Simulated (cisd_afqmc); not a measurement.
Input (AFQMC/CISD/cc-pVDZ; cisd_afqmc is a phaseless AFQMC code with CISD trial states that reads the integrals written by Ansatz):

Ansatz 0.2 input:
```python
import cisd_afqmc

open("ham.yaml", "w").write("""\
crystal:
  periodic: [false, false, false]
  atoms:
    - {symbol: C, position_ang: [0.00476229, 0.43392420, -0.00203639]}
    - {symbol: C, position_ang: [1.18383408, -0.15360148, 0.00493325]}
    - {symbol: F, position_ang: [-1.14596015, -0.26718838, -0.00280751]}
    - {symbol: H, position_ang: [-0.17580160, 1.50100015, -0.00772733]}
    - {symbol: H, position_ang: [1.28003303, -1.23028006, 0.01036986]}
    - {symbol: H, position_ang: [2.07783169, 0.45203897, 0.00524394]}
basis:
  gaussian:
    orbitals: cc-pVDZ
magnetization: {spin_polarized: false}
correlation: {method: ccsd, electrons: outside_noble_gas, hamiltonian_folder: ham}
""")
rep = cisd_afqmc.ansatz("ham.yaml")
e_ccsd = rep["correlation"]["coupled_cluster"]["energy"]["hartree"]
out = cisd_afqmc.run("ham", e_ccsd, trial="CISD", walkers=100, populations=8, threads=8, dt=0.005, steps=40, early=24, settle=10, least=32,
    cut=5e-5, rank_cut=2e-4, target=0.0004, seconds=1500, seed=1, memory=12960, gpu=False)
```

Output:

```
orbitals 54, occupied [9], factors 315 of 519, rank of the doubles 185 of 405
E(HF) = -176.895553
E(CCSD) on the cut factors = -177.374306, shift to the whole factors -0.000011
Energy of the trial state on the determinant = -177.374280
  tau behind 7.2 of longer steps, mean of the populations' last blocks
   2.0  -177.38838
   4.0  -177.38884
   6.0  -177.38993
   8.0  -177.38910
  10.0  -177.38835
  12.0  -177.38944
  14.0  -177.38868
  16.0  -177.38851
  18.0  -177.38942
  20.0  -177.38877
blocks 771 (0 outliers left out), error by blocks joined: 1: 0.00024, 2: 0.00029, 4: 0.00035, 8: 0.00038, 16: 0.00038
E(AFQMC/CISD) = -177.38889 +/- 0.00038
```
